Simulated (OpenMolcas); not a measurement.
**doublet [O2]+, run twice**

Aim: a single-point energy of doublet [O2]+ at UX3LYP/6-31G.

The calculation is run with OpenMolcas 26.06.

7 further runs of the same task are left out: 1 that didn't finish, 6 set aside as unsound or not needed.

**1. The structure to begin with**

[O2]+: 2 atoms, total charge +1, spin state doublet. As SMILES of the parent species, `O=O`. The coordinates come from a GFN2-xTB relaxation. That shape belongs to the parent species and isn't relaxed for this state.

Bond lengths: O1–O2 1.210 Å.

**2. First attempt**

File struct.xyz:

```xyz
2

O      0.516930    -0.167240     0.266250
O     -0.516930     0.167240    -0.266250
```

File job.inp:

```
&GATEWAY
BasLib
$CurrDir
Coord
struct.xyz
Basis
6-31G
Group
NoSym
&SEWARD
&SCF
UHF
Charge
1
Spin
2
KSDFT
HYB_GGA_XC_X3LYP
Thresholds
0.001 0.1 0.1 1
PrOrbitals
0
```

The basis set 6-31G is read from a file made from the Basis Set Exchange's data (not shown).

Command:

```sh
$ export MOLCAS_MEM=1860
$ pymolcas job.inp > job.log
```

Output:

```text
--- Start Module: gateway ---
[...]
--- Stop Module: gateway /rc=_RC_ALL_IS_WELL_ ---
--- Start Module: seward ---
[...]
      Basis functions           18
--- Stop Module: seward /rc=_RC_ALL_IS_WELL_ ---
--- Start Module: scf ---
[...]
       Convergence after   6 Iterations
[...]
 ###    WARNING: Warning:                                                    ###
 ###     The program may have converged to a solution                        ###
 ###    with partial occupation numbers!                                     ###
[...]
::    Total KS-DFT energy                            -149.6947617439
[...]
      Total spin, S                                     0.5008388213
[...]
      Total electronic charge=   15.000000
      Total            charge=    1.000000
[...]
      Dipole Moment (debye):
      Origin of the operator (angstrom)=   -0.0000    0.0000    0.0000
                   X=  1.1978E-10               Y= -3.9163E-11               Z=  6.1486E-11           Total=  1.4022E-10
      Center of Charge (angstrom)
[...]
--- Stop Module: scf /rc=_RC_ALL_IS_WELL_ ---
[...]
```

Wall time 2.3 s (1 thread of Arm Neoverse V1, shared host); peak memory 0.37 GiB.

**3. What went wrong**

The program ended normally, but the settings are unsound, so its numbers aren't properties of the molecule.

In place of `0.001 0.1 0.1 1` the sound input has `1e-09 1e-06 1e-06 1e-05`. These settings are changed for another try; the log doesn't prove which change is needed.

**4. Second attempt**

struct.xyz is that of step 2.

job.inp: that of step 2 with these lines changed.

```diff
@@ -19,3 +19,3 @@
 Thresholds
-0.001 0.1 0.1 1
+1e-09 1e-06 1e-06 1e-05
 PrOrbitals
```

The basis set 6-31G is read from a file made from the Basis Set Exchange's data (not shown).

Command:

```sh
$ export MOLCAS_MEM=1860
$ pymolcas job.inp > job.log
```

Output:

```text
--- Start Module: gateway ---
[...]
--- Stop Module: gateway /rc=_RC_ALL_IS_WELL_ ---
--- Start Module: seward ---
[...]
      Basis functions           18
--- Stop Module: seward /rc=_RC_ALL_IS_WELL_ ---
--- Start Module: scf ---
[...]
       Convergence after  20 Iterations
[...]
::    Total KS-DFT energy                            -149.7279656258
[...]
      Total spin, S                                     0.5011253972
[...]
      Total electronic charge=   15.000000
      Total            charge=    1.000000
[...]
      Dipole Moment (debye):
      Origin of the operator (angstrom)=   -0.0000    0.0000    0.0000
                   X= -1.4666E-09               Y=  4.7417E-10               Z= -7.5554E-10           Total=  1.7166E-09
      Center of Charge (angstrom)
[...]
--- Stop Module: scf /rc=_RC_ALL_IS_WELL_ ---
[...]
```

Run time: 3.9 s. Hardware: 1 thread of Arm Neoverse V1, shared host; peak memory 0.37 GiB.

**5. Results**

Level: UX3LYP/6-31G.

```
                          quantity          value
                      total energy  -149.72797 Eh
HOMO energy (highest over α and β)      -21.51 eV
 LUMO energy (lowest over α and β)      -17.92 eV
                              ⟨S²⟩          0.752
```

In words: The first attempt's energy was +0.904 eV off this one.
